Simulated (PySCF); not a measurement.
C₅H₇Cl.
Bonds: C1–C2 (double), C2–C3, C3–C4, C4–Cl5, C4–C6, C2–C6. Hydrogens: H7, H8 on C1; H9, H10 on C3; H11 on C4; H12, H13 on C6.

NICS is the negative of the GIAO shielding at a point without a nucleus: at the ring centre (0) and 1 Å above and below it (1); zz is the component along the ring normal. Level: GIAO PBE0/pcSseg-1 (PySCF, non-relativistic, gas phase) on the GFN2-xTB geometry, one conformer.

Ring bond lengths (Å), with Mayer bond orders in brackets: C2–C3 1.507 (1.00), C3–C4 1.536 (0.96), C4–C6 1.536 (0.96), C6–C2 1.507 (1.00).

Question: Give the NICS values of each ring in ppm.

Answer: 
| ring | type | NICS(0) | NICS(1), two faces | NICS(1)zz, two faces | rms pucker (Å) | centre to ring atoms, mean (Å) |
| --- | --- | --- | --- | --- | --- | --- |
| C2–C3–C4–C6 | 4-membered carbocycle; formal bonds all single | 2.6 | 0.0 / -2.0 | 4.8 / -0.2 | 0.05 | 1.07 |

Question: What do they say, and how far can they be read as aromaticity?

Answer: 
- C2–C3–C4–C6: mean NICS(1)zz 2.3 ppm, near zero. C3, C4, C6 have four or more neighbours; no verdict on aromaticity is drawn. The two faces differ by 5.0 ppm, so no symmetry operation interchanges them.
